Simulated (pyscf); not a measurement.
`[F][B]([F])[F]` + `[Cl][Si]([Cl])([Cl])[Cl]` → `[F][B]([F])[Cl]` + `[F][Si]([Cl])([Cl])[Cl]` (four-centre exchange; singlet surface; B–F, Cl–Si broken, B–Cl, F–Si formed). PySCF, gas phase, ωB97X-D3(BJ)/def2-SVP geometries. Energies in kcal/mol from the separated reactants.

```tsv
level	barrier	reaction energy
ωB97X-D3(BJ)/def2-TZVP	30.9	+5.1
r²SCAN/def2-TZVP	…	…
B3LYP-D3(BJ)/def2-TZVP	33.5	+4.3
PBE0-D3(BJ)/def2-TZVP	30.6	+4.7
ωB97M-D3(BJ)/def2-TZVP	31.8	+3.6
HF/def2-TZVP	…	+4.5
```

Question: What belongs in the gaps?

Answer: 
- r²SCAN/def2-TZVP, barrier: 30.0
- r²SCAN/def2-TZVP, reaction energy: +3.0
- HF/def2-TZVP, barrier: 52.4

The functionals in the table span 3.5 kcal/mol in this barrier, from r²SCAN to B3LYP-D3(BJ). This is the saddle that the search found; another between the same sides may lie lower.
